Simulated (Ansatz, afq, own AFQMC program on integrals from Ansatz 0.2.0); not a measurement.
## SiH4, triplet: AFQMC among the cluster methods

```xyz
5

Si    0.0001   -0.0070   -0.0069
H    -0.0138    1.3007    1.2917
H    -0.0164   -1.0846    1.0780
H     0.0166    1.0706   -1.0919
H     0.0116   -1.0921   -1.0845
```

Basis 6-31G. Only valence electrons are correlated. AFQMC by an in-house program on the Cholesky factors that Ansatz 0.2.0 writes for its CCSD(T) run. The CISD trial takes its coefficients from CCSD amplitudes. Released means that phaseless walkers are propagated on without the constraint, phases kept. ± is one standard error of the sampling.

Determinant: UHF, the one that the program's search chose, which needn't be the lowest solution. The geometry is a point of a scan.

Full CI on the same integrals is exact in this basis and with this determinant's frozen core.

Cautions: lower spins were not checked.

The T1 diagnostic is 0.0239 and the weight of the determinant in the CISD state is 0.904. The ⟨S²⟩ of the determinant is 2.037 and the size of the correlated space is 8 electrons in 16 orbitals.

Reference: full CI, correlation energy -2.472 eV. The released energy is read at 2.40 1/Eh (meV from the phaseless value at times in 1/Eh: -2.5 ± 0.8 at 0.24, -3.7 ± 0.8 at 0.51, -5.3 ± 0.8 at 0.99, -6.1 ± 0.6 at 1.62, -6.8 ± 0.6 at 2.40).

```
         level  E − E(reference) (mEh)  share of correlation (%)
            HF                   90.83                      0.00
           MP2                   33.26                     63.38
          CCSD                    2.11                     97.67
       CCSD(T)                    0.68                     99.25
         CCSDT                   -0.02                    100.02
      CCSDT(Q)                   -0.02                    100.03
        CCSDTQ                    0.00                    100.00
 ph-AFQMC/CISD             0.31 ± 0.04                     99.66
released AFQMC             0.06 ± 0.02                     99.94
```

CCSDT and higher add their correlation energy to the determinant of the CCSD(T) run, since their own runs factorise the integrals more tightly (a shift of under 2 meV). A walk keeps the symmetry of its determinant, which the program's search chose and which needn't be the lowest solution, so a lower state of the same spin and another symmetry isn't excluded. Released energies are given only where the last usable release times agree within the noise; a slower fall can still hide under it.
